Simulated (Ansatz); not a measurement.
Elastic constant C11 (GPa) of solids drawn from the class of elemental solids other than molecular ones, at two levels: PBE in Ansatz (PAW), and PBEsol in Ansatz (plane waves, PAW).

| solid | PBE | PBEsol | shift (%) |
|---|---|---|---|
| hcp Os | 731 | 792 | +8.3 |
| hcp Re | 608 | 654 | +7.6 |
| hcp Lu | 91.3 | 99.1 | +8.5 |
| fcc Rh | 412 | 471 | +14.3 |
| hcp Cd | 83.9 | 127 | +51 |
| fcc Cu | 178 | 211 | +18.5 |
| hcp Tl | 29.2 | 40.2 | +38 |
| hcp Zn | 177 | 215 | +21 |
| hcp Zr | 143 | 147 | +2.8 |
| fcc Ir | 584 | 646 | +10.6 |

The shifts run from +2.8 % to +51 %, with a median of +12.5 %.

Over all 10 rows PBEsol is the larger in 10.

Ansatz's runs of these crystals have no spin polarisation.

Spin–orbit coupling is left out, also for the solids with elements from indium on (hcp Os, hcp Re, hcp Lu, hcp Tl, fcc Ir); its size isn't shown.

Each level is taken at its own relaxed cell. Ansatz's density-functional and Hartree–Fock values are scalar-relativistic unless marked +SOC, with PAW data made under PBE.

Ansatz is an electronic-structure program.
